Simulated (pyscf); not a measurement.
Optimised with ωB97X-D3(BJ)/def2-SVP in PySCF.

Problem. For `[O]=[V]([Cl])([Cl])[Cl]` + `[OH2]` -> `[O]=[V]([OH])([Cl])[Cl]` + `[ClH]`, a four-centre exchange (singlet surface; Cl–V, H–O broken, O–V, Cl–H formed), PBE/def2-TZVP gives ΔE‡ = 53.5 kJ/mol and ΔE = +7.2 kJ/mol (zero: the separated reactants). In which direction and how far do B3LYP-D3(BJ)/def2-TZVP, PBE0-D3(BJ)/def2-TZVP, ωB97M-D3(BJ)/def2-TZVP move these?

Solution. B3LYP-D3(BJ): ΔE‡ = 62.2 kJ/mol, ΔE = +8.9 kJ/mol; PBE0-D3(BJ): ΔE‡ = 57.4 kJ/mol, ΔE = +9.7 kJ/mol; ωB97M-D3(BJ): ΔE‡ = 64.9 kJ/mol, ΔE = +2.3 kJ/mol. PBE's barrier lies under all of them, by 3.9 to 11.4 kJ/mol. Its reaction energy lies among theirs. On the reactant side the descent ends in an adduct with a O–V contact, 30.4 kJ/mol under the separated species and 92.2 kJ/mol under the saddle at ωB97X-D3(BJ)/def2-TZVP. What is counted as formed (O–V) is already present as a longer contact in the reactant adduct; forming that adduct is a step of its own. This is the saddle that the search found; another between the same sides may lie lower.
